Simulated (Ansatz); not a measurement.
**hcp Pt (model structure)**

All values below come from LDA (PAW; Ansatz, a quantum-chemistry and plane-wave program).

Run with plane-wave cutoff 500 eV, 30×30×16 k mesh (along the axes of the cell as run), Fermi–Dirac smearing 0.1 eV, scalar-relativistic PAW data made under PBE.

Cell (relaxed at this level):

```yaml
crystal:
  lattice:
    - [1.35788, -2.35193, 0.00000]
    - [1.35788, 2.35193, 0.00000]
    - [0.00000, 0.00000, 4.65500]
  atoms:
    - { symbol: Pt, position: [0.33333, 0.66667, 0.25000] }
    - { symbol: Pt, position: [0.66667, 0.33333, 0.75000] }
```

```json
{
 "band_gap": "zero (no gap)"
}
```

Note: the relaxation could raise the start's symmetry but not lower it, so the cell can be a saddle point.

Spin–orbit coupling is not included.

Static lattice: no zero-point or thermal effects.

It cost roughly 2.7 core-minutes of CPU time.

A model structure was made by putting elements into a prototype or built by hand; it is no filed structure, need not be a known phase, and can be a saddle point held by its symmetry.
